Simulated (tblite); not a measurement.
Species: C2H2NO2S (charge -1).
SMILES with atom numbers: `[N:1]#[C:2][CH2:3][S@:4](=[O:5])[O-:6]` (hydrogens: H7, H8 on C3)

Cartesian coordinates in Å at the GFN2-xTB level; atoms count from 1:
```xyz
8
C2H2NO2S angstrom
N     -2.6120    0.4563    0.5011
C     -1.5908   -0.0010    0.2102
C     -0.3308   -0.5067   -0.1081
S      1.1638    0.8292    0.3278
O      1.4126    1.4101   -1.0085
O      2.2169   -0.1293    0.7364
H     -0.1931   -0.6765   -1.1717
H     -0.0575   -1.3726    0.4882
```

Structure optimised with GFN2-xTB, isolated species.

Take the most abundant isotopes and a rigid rotor. The values belong to one conformer with, in the numbering `[N:1]#[C:2][CH2:3][S@:4](=[O:5])[O-:6]`, C2–C3–S4–O5 -99°.

Give the principal moments of inertia and the rotational constants in cm⁻¹.

Ia = 70.95, Ib = 292.20, Ic = 325.21 u·Å²; 505379 MHz·u·Å²/I gives 7123, 1730 and 1554 MHz, that is A = 0.23761, B = 0.05769, C = 0.05184 cm⁻¹.

What kind of rotor is it?

A near-prolate asymmetric top. Ray's parameter κ = (2B − A − C)/(A − C) = -0.937; −1 is the prolate and +1 the oblate limit.

What does the inertial defect say?

Not planar: Δ = Ic − Ia − Ib = -37.93 u·Å². For a rigid frame Δ = −2 Σ m c², so Σ m c² = 18.97 u·Å² lies off the ab plane: 3.58 from hydrogen and 15.39 from heavier atoms. The atom farthest from that plane is 1.69 Å away.

Give the other two planar moments, Paa and Pbb, and the rms extents of the mass along the axes.

Paa = Σ m a² = (Ib + Ic − Ia)/2 = 273.23 and Pbb = Σ m b² = (Ia + Ic − Ib)/2 = 51.98 u·Å². With the mass M = 103.98 u, the rms extents √(P/M) along a, b and c are 1.62, 0.71, 0.43 Å.

Estimate the classical rotational partition function at 50 K, 100 K and 200 K.

Point group C1, symmetry number σ = 1; q = (√π/σ)·√((kT/h)³/(ABC)), k/h = 20836.6 MHz/K: 13600 at 50 K, 38500 at 100 K, 109000 at 200 K.

Its GFN2-xTB frequencies are all real (lowest 21 cm⁻¹). No vibrational averaging or centrifugal distortion is included, and the geometry carries the error of its method.

The numbers are calculated, not measured.
